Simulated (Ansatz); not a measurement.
System: fluorite CeO2. Method: PBE+SOC (PAW; Ansatz, a first-principles code).

Settings: plane-wave cutoff 520 eV, 12×12×12 k mesh, Fermi–Dirac smearing 0.01 eV, PAW data made under PBE.

Cell (relaxed at this level):

Space group Fm-3m (No. 225); a = 5.4633 Å, b = 5.4633 Å, c = 5.4633 Å, α = 90.00°, β = 90.00°, γ = 90.00°

| atom | site | symmetry | x | y | z |
|---|---|---|---|---|---|
| Ce | 4a | m-3m | 0.0000 | 0.0000 | 0.0000 |
| O | 8c | -43m | 0.2500 | 0.2500 | 0.2500 |
(The calculation used a cell of 3 atoms; values per cell refer to that cell.)

Estimate the band gap, pressure derivative B′ of the bulk modulus, Γ–Γ gap and bulk modulus B0 that the calculation returns.


band gap: 1.81 eV (indirect)
pressure derivative B′ of the bulk modulus: 4.5
Γ–Γ gap: 2.65 eV
bulk modulus B0: 174 GPa

Measured, for comparison: band gap 3 eV (temperature not stated, no zero-point or thermal correction, O 2p to Ce 4f, our sources range from 3.00 to 3.20; as tabulated in Tran et al. (2019), arXiv:1908.01820); bulk modulus 220 ± 9 GPa (room temperature, no zero-point or thermal correction, our sources range from 220 to 230; as tabulated in High Pressure Brillouin Spectroscopy and X-ray Diffraction of Cerium Dioxide …). Computed (rounded) less measured: band gap -1.19 eV (-1.19 eV to -1.39 eV over the range), bulk modulus -21 % (-21 % to -24 % over the range).

Static lattice: no zero-point or thermal effects.

Cost on a shared machine: roughly 6 core-minutes.
